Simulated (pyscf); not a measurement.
H₂B–OH (SMILES BO) + H• (SMILES [H]) → [HB–OH]• (SMILES [BH]O) + H₂ (SMILES [H][H]), a hydrogen abstraction (doublet surface; B–H broken, H–H formed). PySCF, gas phase, ωB97X-D3(BJ)/def2-SVP geometries. Energies in kcal/mol from the separated reactants.

Small-basis levels: PySCF, no dispersion term, spherical d functions. AM1 to PM7: differences of heats of formation from MOPAC, which are fitted to 298 K values and so differ in kind from electronic energies by zero-point and thermal terms. Open shells are spin-unrestricted. 

| level | barrier | reaction energy |
|---|---|---|
| HF/3-21G | 24.7 | +7.8 |
| HF/6-31G* | 25.0 | +8.8 |
| MP2/6-31G* | 23.6 | +10.0 |
| SVWN5/6-31G* | 1.7 | +5.1 |
| BP86/6-31G* | 4.0 | -0.1 |
| B3LYP/STO-3G | 5.7 | +0.6 |
| B3LYP/LANL2DZ | 8.6 | +1.5 |
| B3LYP/6-31G* | 8.3 | +2.3 |
| B3LYP/6-311+G** | 7.4 | +0.1 |
| PBE/def2-SVP | 5.8 | +3.7 |
| B3LYP/def2-SVP | 7.4 | +2.2 |
| PM3 | -24.5 | -25.3 |
| ωB97M-D3(BJ)/def2-TZVP | 11.6 | +3.9 |

Against the last row the barrier runs from -36.2 (PM3) to +13.4 kcal/mol (HF/6-31G*). At SVWN5/6-31G*, PM3 this geometry lies under one side, so the entry may be no barrier of that level: it is a single point on another level's saddle. ωB97M-D3(BJ)/def2-TZVP has limits of its own. [HB–OH]• lies 5.8 kcal/mol over its isomer H₂B–O• (electronic energy, ωB97M-D3(BJ)/def2-TZVP). This is the saddle that the search found; another between the same sides may lie lower. The angle at the transferred H is 174°.
